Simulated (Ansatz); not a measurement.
Species: C4H3O (charge 0, doublet). It need not be the lowest isomer of its formula. SMILES: [c]1ccoc1
Geometry: optimised at B3LYP-D3(BJ)/def2-TZVP (Ansatz, a first-principles code).

Property: atomisation energy (electronic, to ground-state atoms), in kcal/mol. Correlated levels leave the core frozen unless marked. UHF or UKS for open shells. Spin-orbit coupling is left out. No relativistic terms. The coupled-cluster limit lacks core correlation, which all-electron functionals hold. CBS(X,Y): correlation extrapolated as X^-3; Hartree-Fock from the larger set. [CCSD(T)-MP2]/basis is that difference in the basis named.

```json
[
 {"level": "revPBE-D3(BJ)/def2-TZVPD", "program": "Ansatz + dftd3", "atomisation energy (kcal/mol)": "880.0"},
 {"level": "r2SCANh-D4/def2-TZVPD", "program": "Ansatz + dftd4", "atomisation energy (kcal/mol)": "871.1"},
 {"level": "B2PLYP/def2-TZVPD", "program": "Ansatz", "atomisation energy (kcal/mol)": "859.8"},
 {"level": "SCS-MP2/cc-pVDZ", "program": "Ansatz", "atomisation energy (kcal/mol)": "793.3"}
]
```

Predict the RI-MP2/CBS(cc-pVTZ,cc-pVQZ)+[CCSD(T)-MP2]/cc-pVTZ result (Ansatz).

863.3 kcal/mol
